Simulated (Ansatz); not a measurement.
Results of PBEsol+SOC (PAW; Ansatz, a quantum-chemistry and plane-wave program) for Rb2NbCuSe4 (Fddd, No. 70).

Settings: plane-wave cutoff 520 eV, 8×8×8 k mesh, Fermi–Dirac smearing 0.01 eV, PAW data made under PBE.

Cell (measured lattice):

```xyz
16
Lattice="0.0000 6.9435 12.3045 2.8898 0.0000 12.3045 2.8898 6.9435 0.0000" Properties=species:S:1:pos:R:3 pbc="T T T"
Nb     1.4449     3.4717     6.1523
Nb     0.0000     0.0000     0.0000
Se     2.9303     9.0252     7.5304
Se     2.8493     4.8618     7.5304
Se     2.9303     4.8618    17.0786
Se     2.8493     9.0252    17.0786
Se     1.4044     8.3336    10.9264
Se     4.3752     5.5534    10.9264
Se     1.4044     5.5534    13.6826
Se     4.3752     8.3336    13.6826
Cu     4.3347    10.4153    18.4567
Cu     2.8898     6.9435    12.3045
Rb     2.8898     6.9435    20.2114
Rb     2.8898     6.9435     4.3976
Rb     1.4449     3.4718    10.5499
Rb     1.4449     3.4718     1.7546
```

### Question
Give the computed band gap, smallest direct gap on the k points sampled and Γ–Γ gap.

### Answer

band gap: 1.63 eV (indirect)
smallest direct gap on the k points sampled: 1.87 eV
Γ–Γ gap: 1.99 eV

Note: cell and atoms aren't relaxed at this level (pressure -0.7 GPa).
